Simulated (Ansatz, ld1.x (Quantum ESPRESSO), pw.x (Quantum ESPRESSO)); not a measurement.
# W: one change to the TM potential, in the atom and in the sc crystal

```json
{"Element": "tungsten (W)", "Generator": "ld1.x (Quantum ESPRESSO) 7.5", "Type": "norm-conserving Troullier–Martins (Kleinman–Bylander form)", "Functional": "LDA (PW92)", "Relativity": "scalar-relativistic", "Frozen core": "[Xe] 4f14", "Valence charge": "6", "Reference configuration": "5d4 6s1.5 6p0.5", "Partial waves": "6p (bound): rc 2.65 bohr; 5d (bound): rc 2.20 bohr; 5f channel at 0.25 Ry: rc 2.65 bohr; 6s (bound): rc 2.80 bohr", "Local potential": "the s channel", "Core correction": "none"}
```

Change: reference 5d4 6s1.5 6p0.

Cutoffs, loose and tight: the cutoffs (Ry, on a coarse ladder) from which the occupation-weighted sum of valence levels, in a spherical-Bessel basis at the reference potential, stays within 10 and 1 mRy of its value at 400 Ry. They do not see the model core or the augmentation charge, which bear on the density cutoff. Test errors are all-electron minus pseudo excitation energies from the reference, over the configurations 5d4 6s2 6p0; 5d4 6s1 6p0; 5d4 6s0 6p0; 5d4 6s0 6p2; 5d4.5 6s1.5 6p0; 5d4 6s1.5 6p0; 5d4 6s0 6p1 (two spin-polarised tests are not counted in the largest error); variants that change the core or the reference have their own tests.

Crystal test: sc W in pw.x 7.5, no spin, 13³ k-points, Fermi–Dirac smearing 0.01 Ry, cutoffs set for each file from its atomic test. The reference is all-electron LAPW (Ansatz 0.2.0) with the same functional, mesh and smearing; V0 and B0 come from Birch–Murnaghan fits to the pressures at five volumes. Errors are pseudo minus all-electron; Δ is the rms difference of the E(V) curves that follow from these fits, minima aligned, over ±6 % about the mean V0. Mesh and smearing are coarse, so the numbers serve the comparison and aren't converged zero-temperature values; the lattice is a test structure that the element need not adopt.

All-electron: a0 = 2.590 Å (V0 = 17.36 Å³/atom), B0 = 240.5 GPa.

Does the change bring the crystal closer to the all-electron result?

The mean pressure error goes from -5.25 to -6.00 GPa, so the change moves the solid further from the all-electron pressures.

```csv
quantity,base,changed
outcome (atom),generated,generated
"cutoff, loose (atom)",30 Ry,30 Ry
"cutoff, tight (atom)",35 Ry,35 Ry
bound ghosts (atom),none,none
largest test error (meV) (atom),+24,+81
cutoffs in pw.x (Ry),45/180,45/180
a0 (Å),2.568,2.565
a0 error (%),-0.81,-0.93
B0 error (%),-3.5,-3.0
Δ (meV/atom),22.1,25.2
mean pressure error (GPa),-5.25,-6.00
```

Base: The largest radius (2.80 bohr) exceeds half the bond length (2.45 bohr), so the spheres overlap, which is one possible source of error among others. This is a poor potential for the solid. Changed file: The largest radius (2.80 bohr) exceeds half the bond length (2.45 bohr), so the spheres overlap, which is one possible source of error among others. This is a poor potential for the solid. The atomic cutoffs weigh occupied waves only.
